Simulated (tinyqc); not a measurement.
Worked calculation (part 1 of 2): CIS and TDHF on RHF in the sto-3g basis, for BH2+, spin multiplicity 1. Computed by tinyqc, a small Python program that keeps every step (integrals from PySCF). Settings: charge = 1, multiplicity = 1, basis = sto-3g, method = RHF, energy threshold = 1e-10, iteration cap = 82, orthogonalisation = canonical, start = Wolfsberg-Helmholz matrix, DIIS depth = 6, TDHF = 1. Command: `OMP_NUM_THREADS=1 python tinyqc.py 26358 26359 out.jsonl` (the two numbers bound the seeds that draw the settings). One thread of a shared host (Intel(R) Xeon(R) Processor @ 2.60GHz), about 0.08 s of CPU time with the checks. The early iterations of the SCF are left out here.

## One-electron integrals

Geometry (angstrom):

| atom | x | y | z |
|---|---|---|---|
| B | 0.000000 | 0.000000 | 0.000000 |
| H | 0.000000 | 1.359000 | 0.484000 |
| H | 0.000000 | -1.359000 | 0.484000 |

Basis sto-3g: exponents (1/bohr^2) and contraction coefficients of normalised primitives:

| element | l (shell) | exponent | coefficient |
|---|---|---|---|
| B | s (1) | 48.791113 | 0.154329 |
| B | s (1) | 8.887362 | 0.535328 |
| B | s (1) | 2.405267 | 0.444635 |
| B | s (2) | 2.236956 | -0.099967 |
| B | s (2) | 0.519821 | 0.399513 |
| B | s (2) | 0.169062 | 0.700115 |
| B | p (3) | 2.236956 | 0.155916 |
| B | p (3) | 0.519821 | 0.607684 |
| B | p (3) | 0.169062 | 0.391957 |
| H | s (1) | 3.425251 | 0.154329 |
| H | s (1) | 0.623914 | 0.535328 |
| H | s (1) | 0.168855 | 0.444635 |

Overlap, kinetic and nuclear-attraction integrals over the contracted functions; the nuclear repulsion is the sum of Za Zb / Rab.

nuclear repulsion = 3.86287495 hartree

overlap S:
```
           1B 1s     1B 2s    1B 2px     1B 2py    1B 2pz     2H 1s      3H 1s
1B 1s   1.000000  0.269328  0.000000   0.000000  0.000000  0.037650   0.037650
1B 2s   0.269328  1.000000  0.000000   0.000000  0.000000  0.354425   0.354425
1B 2px  0.000000  0.000000  1.000000   0.000000  0.000000  0.000000   0.000000
1B 2py  0.000000  0.000000  0.000000   1.000000  0.000000  0.372702  -0.372702
1B 2pz  0.000000  0.000000  0.000000   0.000000  1.000000  0.132736   0.132736
2H 1s   0.037650  0.354425  0.000000   0.372702  0.132736  1.000000   0.032524
3H 1s   0.037650  0.354425  0.000000  -0.372702  0.132736  0.032524   1.000000
```

kinetic energy T (hartree):
```
            1B 1s      1B 2s    1B 2px     1B 2py    1B 2pz      2H 1s      3H 1s
1B 1s   10.826302  -0.047967  0.000000   0.000000  0.000000  -0.011002  -0.011002
1B 2s   -0.047967   0.359168  0.000000   0.000000  0.000000   0.037974   0.037974
1B 2px   0.000000   0.000000  1.123881   0.000000  0.000000   0.000000   0.000000
1B 2py   0.000000   0.000000  0.000000   1.123881  0.000000   0.115802  -0.115802
1B 2pz   0.000000   0.000000  0.000000   0.000000  1.123881   0.041242   0.041242
2H 1s   -0.011002   0.037974  0.000000   0.115802  0.041242   0.760032  -0.009064
3H 1s   -0.011002   0.037974  0.000000  -0.115802  0.041242  -0.009064   0.760032
```

nuclear attraction V (hartree):
```
             1B 1s      1B 2s     1B 2px     1B 2py     1B 2pz      2H 1s      3H 1s
1B 1s   -23.881024  -3.336951   0.000000   0.000000  -0.008484  -0.468158  -0.468158
1B 2s    -3.336951  -4.495829   0.000000   0.000000  -0.081047  -1.314492  -1.314492
1B 2px    0.000000   0.000000  -4.410148   0.000000   0.000000   0.000000   0.000000
1B 2py    0.000000   0.000000   0.000000  -4.556489   0.000000  -1.296263   1.296263
1B 2pz   -0.008484  -0.081047   0.000000   0.000000  -4.428710  -0.471427  -0.471427
2H 1s    -0.468158  -1.314492   0.000000  -1.296263  -0.471427  -3.245915  -0.122850
3H 1s    -0.468158  -1.314492   0.000000   1.296263  -0.471427  -0.122850  -3.245915
```

core Hamiltonian H = T + V (hartree):
```
             1B 1s      1B 2s     1B 2px     1B 2py     1B 2pz      2H 1s      3H 1s
1B 1s   -13.054722  -3.384918   0.000000   0.000000  -0.008484  -0.479160  -0.479160
1B 2s    -3.384918  -4.136661   0.000000   0.000000  -0.081047  -1.276518  -1.276518
1B 2px    0.000000   0.000000  -3.286268   0.000000   0.000000   0.000000   0.000000
1B 2py    0.000000   0.000000   0.000000  -3.432608   0.000000  -1.180461   1.180461
1B 2pz   -0.008484  -0.081047   0.000000   0.000000  -3.304829  -0.430185  -0.430185
2H 1s    -0.479160  -1.276518   0.000000  -1.180461  -0.430185  -2.485883  -0.131914
3H 1s    -0.479160  -1.276518   0.000000   1.180461  -0.430185  -0.131914  -2.485883
```

## Two-electron integrals

Functions are numbered as in S; the eight-fold symmetry (ij|kl) = (ji|kl) = (kl|ij) leaves the list below.

Two-electron integrals (ij|kl) in chemists' order, unique and non-zero (hartree):
```
(11|11) 2.923513    (21|11) 0.518376    (21|21) 0.109262    (22|11) 0.744229
(22|21) 0.193177    (22|22) 0.544804    (31|31) 0.020264    (32|31) 0.029996
(32|32) 0.120346    (33|11) 0.742491    (33|21) 0.193240    (33|22) 0.544682
(33|33) 0.586773    (41|41) 0.020264    (42|41) 0.029996    (42|42) 0.120346
(43|43) 0.031630    (44|11) 0.742491    (44|21) 0.193240    (44|22) 0.544682
(44|33) 0.523513    (44|44) 0.586773    (51|51) 0.020264    (52|51) 0.029996
(52|52) 0.120346    (53|53) 0.031630    (54|54) 0.031630    (55|11) 0.742491
(55|21) 0.193240    (55|22) 0.544682    (55|33) 0.523513    (55|44) 0.523513
(55|55) 0.586773    (61|11) 0.072066    (61|21) 0.015145    (61|22) 0.026901
(61|33) 0.026779    (61|41) 0.001003    (61|42) 0.001867    (61|44) 0.027118
(61|51) 0.000357    (61|52) 0.000665    (61|54) 0.000121    (61|55) 0.026822
(61|61) 0.002162    (62|11) 0.193815    (62|21) 0.051206    (62|22) 0.161522
(62|33) 0.156729    (62|41) 0.005269    (62|42) 0.033708    (62|44) 0.169348
(62|51) 0.001877    (62|52) 0.012005    (62|54) 0.004494    (62|55) 0.158329
(62|61) 0.007578    (62|62) 0.069562    (63|31) 0.004830    (63|32) 0.023290
(63|43) 0.006088    (63|53) 0.002168    (63|63) 0.007105    (64|11) 0.178787
(64|21) 0.047822    (64|22) 0.159123    (64|33) 0.150802    (64|41) 0.008997
(64|42) 0.053176    (64|44) 0.174166    (64|51) 0.001484    (64|52) 0.010644
(64|54) 0.006153    (64|55) 0.152221    (64|61) 0.007373    (64|62) 0.079917
(64|64) 0.097049    (65|11) 0.063674    (65|21) 0.017031    (65|22) 0.056671
(65|33) 0.053707    (65|41) 0.001484    (65|42) 0.010644    (65|44) 0.057692
(65|51) 0.005359    (65|52) 0.027081    (65|54) 0.007507    (65|55) 0.058549
(65|61) 0.002626    (65|62) 0.028462    (65|64) 0.032033    (65|65) 0.018513
(66|11) 0.364708    (66|21) 0.098065    (66|22) 0.351241    (66|33) 0.331260
(66|41) 0.011328    (66|42) 0.098347    (66|44) 0.384023    (66|51) 0.004035
(66|52) 0.035026    (66|54) 0.018791    (66|55) 0.337952    (66|61) 0.014700
(66|62) 0.200678    (66|64) 0.249215    (66|65) 0.088756    (66|66) 0.774606
(71|11) 0.072066    (71|21) 0.015145    (71|22) 0.026901    (71|33) 0.026779
(71|41) -0.001003   (71|42) -0.001867   (71|44) 0.027118    (71|51) 0.000357
(71|52) 0.000665    (71|54) -0.000121   (71|55) 0.026822    (71|61) 0.002055
(71|62) 0.006846    (71|64) 0.006150    (71|65) 0.002385    (71|66) 0.013051
(71|71) 0.002162    (72|11) 0.193815    (72|21) 0.051206    (72|22) 0.161522
(72|33) 0.156729    (72|41) -0.005269   (72|42) -0.033708   (72|44) 0.169348
(72|51) 0.001877    (72|52) 0.012005    (72|54) -0.004494   (72|55) 0.158329
(72|61) 0.006846    (72|62) 0.041355    (72|64) 0.036467    (72|65) 0.016550
(72|66) 0.088056    (72|71) 0.007578    (72|72) 0.069562    (73|31) 0.004830
(73|32) 0.023290    (73|43) -0.006088   (73|53) 0.002168    (73|63) 0.003671
(73|73) 0.007105    (74|11) -0.178787   (74|21) -0.047822   (74|22) -0.159123
(74|33) -0.150802   (74|41) 0.008997    (74|42) 0.053176    (74|44) -0.174166
(74|51) -0.001484   (74|52) -0.010644   (74|54) 0.006153    (74|55) -0.152221
(74|61) -0.006150   (74|62) -0.036467   (74|64) -0.029703   (74|65) -0.014379
(74|66) -0.076457   (74|71) -0.007373   (74|72) -0.079917   (74|74) 0.097049
(75|11) 0.063674    (75|21) 0.017031    (75|22) 0.056671    (75|33) 0.053707
(75|41) -0.001484   (75|42) -0.010644   (75|44) 0.057692    (75|51) 0.005359
(75|52) 0.027081    (75|54) -0.007507   (75|55) 0.058549    (75|61) 0.002385
(75|62) 0.016550    (75|64) 0.014379    (75|65) 0.010148    (75|66) 0.036504
(75|71) 0.002626    (75|72) 0.028462    (75|74) -0.032033   (75|75) 0.018513
(76|11) 0.018784    (76|21) 0.004938    (76|22) 0.015308    (76|33) 0.014975
(76|44) 0.015533    (76|51) 0.000337    (76|52) 0.002074    (76|55) 0.015403
(76|61) 0.000698    (76|62) 0.005135    (76|64) 0.005209    (76|65) 0.002314
(76|66) 0.012602    (76|71) 0.000698    (76|72) 0.005135    (76|74) -0.005209
(76|75) 0.002314    (76|76) 0.000499    (77|11) 0.364708    (77|21) 0.098065
(77|22) 0.351241    (77|33) 0.331260    (77|41) -0.011328   (77|42) -0.098347
(77|44) 0.384023    (77|51) 0.004035    (77|52) 0.035026    (77|54) -0.018791
(77|55) 0.337952    (77|61) 0.013051    (77|62) 0.088056    (77|64) 0.076457
(77|65) 0.036504    (77|66) 0.194656    (77|71) 0.014700    (77|72) 0.200678
(77|74) -0.249215   (77|75) 0.088756    (77|76) 0.012602    (77|77) 0.774606
```

## Orthogonalisation

S = U s U^T; canonical form X = U s^(-1/2), so that X^T S X = 1. Each column of U has its largest component positive (the first on a tie).

eigenvalues of S: 0.439611  0.456407  0.895212  1.000000  1.069264  1.511070  1.628436

X:
```
                1          2          3         4          5          6         7
1B 1s   -0.413708   0.000000   0.740104  0.000000  -0.547838   0.000000  0.263991
1B 2s    1.048628   0.000000  -0.218359  0.000000  -0.193791   0.000000  0.516103
1B 2px   0.000000   0.000000   0.000000  1.000000   0.000000   0.000000  0.000000
1B 2py   0.000000   1.030403   0.000000  0.000000   0.000000   0.584034  0.000000
1B 2pz   0.318258   0.000000   0.630629  0.000000   0.725215   0.000000  0.150915
2H 1s   -0.671816  -0.751431  -0.248924  0.000000   0.189215   0.400429  0.357251
3H 1s   -0.671816   0.751431  -0.248924  0.000000   0.189215  -0.400429  0.357251
```

## Starting guess

The start is the generalised Wolfsberg-Helmholz matrix (K = 1.75) built on H; D = 2 C_occ C_occ^T.

D at the start:
```
            1B 1s      1B 2s    1B 2px     1B 2py     1B 2pz      2H 1s      3H 1s
1B 1s    2.038113  -0.170555  0.000000   0.000000  -0.111067  -0.183149  -0.183149
1B 2s   -0.170555   0.823314  0.000000   0.000000   0.318574   0.419700   0.419700
1B 2px   0.000000   0.000000  0.000000   0.000000   0.000000   0.000000   0.000000
1B 2py   0.000000   0.000000  0.000000   1.088585   0.000000   0.410470  -0.410470
1B 2pz  -0.111067   0.318574  0.000000   0.000000   0.124284   0.164564   0.164564
2H 1s   -0.183149   0.419700  0.000000   0.410470   0.164564   0.373346   0.063796
3H 1s   -0.183149   0.419700  0.000000  -0.410470   0.164564   0.063796   0.373346
```

## Iteration 7 (converged): orbitals

converged F (hartree):
```
            1B 1s      1B 2s     1B 2px     1B 2py     1B 2pz      2H 1s      3H 1s
1B 1s   -7.902706  -2.294196   0.000000   0.000000   0.006908  -0.328861  -0.328861
1B 2s   -2.294196  -1.396218   0.000000   0.000000  -0.062984  -0.548962  -0.548962
1B 2px   0.000000   0.000000  -0.143405   0.000000   0.000000   0.000000   0.000000
1B 2py   0.000000   0.000000   0.000000  -0.547675   0.000000  -0.451649   0.451649
1B 2pz   0.006908  -0.062984   0.000000   0.000000  -0.165008  -0.126879  -0.126879
2H 1s   -0.328861  -0.548962   0.000000  -0.451649  -0.126879  -0.564153  -0.049215
3H 1s   -0.328861  -0.548962   0.000000   0.451649  -0.126879  -0.049215  -0.564153
```

Diagonalise F' = X^T F X, C = X C', fill 3 alpha and 3 beta electrons from the bottom; D = 2 C_occ C_occ^T. Each column has its largest component positive (the first on a tie).

F' = X^T F X (hartree):
```
           1         2          3          4          5          6          7
1  -0.221727  0.000000   0.988366   0.000000  -0.745798   0.000000   0.408654
2   0.000000  0.235806   0.000000   0.000000   0.000000   0.004018   0.000000
3   0.988366  0.000000  -3.568976   0.000000   3.027165   0.000000  -2.005494
4   0.000000  0.000000   0.000000  -0.143405   0.000000   0.000000   0.000000
5  -0.745798  0.000000   3.027165   0.000000  -2.882630   0.000000   1.918311
6   0.000000  0.004018   0.000000   0.000000   0.000000  -0.774442   0.000000
7   0.408654  0.000000  -2.005494   0.000000   1.918311   0.000000  -2.273681
```

orbital energies (hartree): MO1 -7.907091, MO2 -0.912289, MO3 -0.774458, MO4 -0.195891, MO5 -0.143405, MO6 0.068257, MO7 0.235822

coefficients C:
```
              MO1        MO2        MO3        MO4       MO5        MO6        MO7
1B 1s    0.992459  -0.241585   0.000000   0.122109  0.000000  -0.174579   0.000000
1B 2s    0.028094   0.740370   0.000000  -0.499248  0.000000   0.808105   0.000000
1B 2px   0.000000   0.000000   0.000000   0.000000  1.000000   0.000000   0.000000
1B 2py   0.000000   0.000000   0.579932   0.000000  0.000000   0.000000   1.032718
1B 2pz   0.000376   0.069173   0.000000   0.820220  0.000000   0.608396   0.000000
2H 1s   -0.004335   0.293057   0.403414   0.285591  0.000000  -0.713630  -0.749833
3H 1s   -0.004335   0.293057  -0.403414   0.285591  0.000000  -0.713630   0.749833
```

D after iteration 7:
```
            1B 1s      1B 2s    1B 2px     1B 2py     1B 2pz      2H 1s      3H 1s
1B 1s    2.086676  -0.301961  0.000000   0.000000  -0.032676  -0.150200  -0.150200
1B 2s   -0.301961   1.097873  0.000000   0.000000   0.102448   0.433697   0.433697
1B 2px   0.000000   0.000000  0.000000   0.000000   0.000000   0.000000   0.000000
1B 2py   0.000000   0.000000  0.000000   0.672641   0.000000   0.467905  -0.467905
1B 2pz  -0.032676   0.102448  0.000000   0.000000   0.009570   0.040540   0.040540
2H 1s   -0.150200   0.433697  0.000000   0.467905   0.040540   0.497288  -0.153685
3H 1s   -0.150200   0.433697  0.000000  -0.467905   0.040540  -0.153685   0.497288
```

## Convergence

Stop when the energy changes by less than 1e-10 hartree and every element of the error matrix X^T (F D S - S D F) X is below 3e-06.

Course of the cycle:

| iteration | E (hartree) | change | largest element of the error matrix |
|---|---|---|---|
| 1 | -25.01454015 | - | 2.44e-01 |
| 2 | -25.08751791 | -7.30e-02 | 5.14e-02 |
| 3 | -25.09642356 | -8.91e-03 | 1.59e-02 |
| 4 | -25.09719120 | -7.68e-04 | 7.80e-04 |
| 5 | -25.09719271 | -1.51e-06 | 3.75e-05 |
| 6 | -25.09719272 | -4.32e-09 | 6.11e-06 |
| 7 | -25.09719272 | -6.26e-11 | 3.09e-07 |

PySCF RHF in the same basis = -25.09719272 hartree

Converged in 7 iterations.

## Populations, bond orders and dipole

Mulliken: Z minus the diagonal of D S on the atom; Loewdin: the same with S^(1/2) D S^(1/2); Mayer order: 2 sum_s sum (D(s) S)_ij (D(s) S)_ji over the two atoms.

Charges (e):

| atom | Mulliken | Loewdin |
|---|---|---|
| 1B | 0.640236 | 0.701299 |
| 2H | 0.179882 | 0.149351 |
| 3H | 0.179882 | 0.149351 |

Mayer bond orders:

| pair | order |
|---|---|
| 2-1 | 0.942532 |
| 3-1 | 0.942532 |
| 3-2 | 0.025110 |

dipole moment about the origin, x y z (debye): 0.000000  0.000000  0.052962

## Integrals over molecular orbitals

(pq|rs) = sum C_ip C_jq C_kr C_ls (ij|kl), one index at a time.

one-electron integrals over orbitals h = C^T H C (hartree):
```
            1          2          3          4          5          6          7
1  -13.041825   0.293195   0.000000  -0.155958   0.000000   0.186992   0.000000
2    0.293195  -3.299075   0.000000   0.171090   0.000000  -0.493865   0.000000
3    0.000000   0.000000  -3.025330   0.000000   0.000000   0.000000  -0.588629
4   -0.155958   0.171090   0.000000  -3.140606   0.000000  -0.305869   0.000000
5    0.000000   0.000000   0.000000   0.000000  -3.286268   0.000000   0.000000
6    0.186992  -0.493865   0.000000  -0.305869   0.000000  -2.658743   0.000000
7    0.000000   0.000000  -0.588629   0.000000   0.000000   0.000000  -2.651498
```

Two-electron integrals over orbitals (pq|rs), unique and non-zero (hartree):
```
(11|11) 2.892144    (21|11) -0.262766   (21|21) 0.037849    (22|11) 0.614979
(22|21) -0.009404   (22|22) 0.451215    (31|31) 0.008365    (32|31) 0.013677
(32|32) 0.135258    (33|11) 0.529423    (33|21) -0.003675   (33|22) 0.439360
(33|33) 0.456929    (41|11) 0.131212    (41|21) -0.017513   (41|22) 0.009809
(41|33) 0.004621    (41|41) 0.024468    (42|11) -0.091797   (42|21) 0.005784
(42|22) 0.002485    (42|33) 0.012052    (42|41) 0.013959    (42|42) 0.076695
(43|31) -0.001670   (43|32) 0.031599    (43|43) 0.035063    (44|11) 0.686668
(44|21) -0.010690   (44|22) 0.440891    (44|33) 0.412912    (44|41) -0.010206
(44|42) -0.078549   (44|44) 0.551429    (51|51) 0.021633    (52|51) 0.022508
(52|52) 0.077443    (53|53) 0.017453    (54|51) -0.010816   (54|52) -0.031312
(54|54) 0.039100    (55|11) 0.742016    (55|21) -0.009693   (55|22) 0.467542
(55|33) 0.420137    (55|41) 0.004537    (55|42) -0.048218   (55|44) 0.496623
(55|55) 0.586773    (61|11) -0.183734   (61|21) 0.027819    (61|22) -0.003297
(61|33) -0.000965   (61|41) -0.003043   (61|42) 0.013657    (61|44) -0.015515
(61|55) -0.005573   (61|61) 0.026398    (62|11) 0.191699    (62|21) -0.006378
(62|22) 0.052127    (62|33) 0.010064    (62|41) 0.013240    (62|42) -0.003628
(62|44) 0.052176    (62|55) 0.100667    (62|61) 0.001785    (62|62) 0.086667
(63|31) 0.001112    (63|32) -0.066030   (63|43) -0.032948   (63|63) 0.078967
(64|11) 0.103331    (64|21) -0.000542   (64|22) 0.029068    (64|33) 0.000727
(64|41) 0.005220    (64|42) -0.008143   (64|44) 0.047813    (64|55) 0.052920
(64|61) 0.002895    (64|62) 0.055450    (64|64) 0.043498    (65|51) 0.015261
(65|52) 0.048098    (65|54) -0.007782   (65|65) 0.038344    (66|11) 0.572087
(66|21) -0.006908   (66|22) 0.445650    (66|33) 0.441780    (66|41) 0.019069
(66|42) 0.049503    (66|44) 0.399142    (66|55) 0.428769    (66|61) 0.005006
(66|62) 0.036062    (66|64) 0.017770    (66|66) 0.492679    (71|31) 0.012780
(71|32) 0.019240    (71|43) -0.002762   (71|63) 0.001647    (71|71) 0.019588
(72|31) 0.008709    (72|32) -0.005891   (72|43) -0.031624   (72|63) 0.049328
(72|71) 0.012598    (72|72) 0.054617    (73|11) 0.228600    (73|21) -0.005685
(73|22) 0.055819    (73|33) 0.026680    (73|41) 0.000447    (73|42) -0.052718
(73|44) 0.097866    (73|55) 0.116686    (73|61) -0.005170   (73|62) 0.073299
(73|64) 0.049863    (73|66) 0.002745    (73|73) 0.111207    (74|31) -0.007447
(74|32) -0.069255   (74|43) -0.004839   (74|63) 0.046598    (74|71) -0.010971
(74|72) 0.006376    (74|74) 0.055435    (75|53) 0.016644    (75|75) 0.018737
(76|31) 0.009138    (76|32) 0.114018    (76|43) 0.046529    (76|63) -0.080403
(76|71) 0.013019    (76|72) -0.035175   (76|74) -0.060031   (76|76) 0.124880
(77|11) 0.626640    (77|21) -0.008515   (77|22) 0.448003    (77|33) 0.461723
(77|41) 0.003871    (77|42) -0.004249   (77|44) 0.445550    (77|55) 0.446887
(77|61) -0.005686   (77|62) 0.014013    (77|64) 0.002035    (77|66) 0.455800
(77|73) 0.038519    (77|77) 0.492126
```
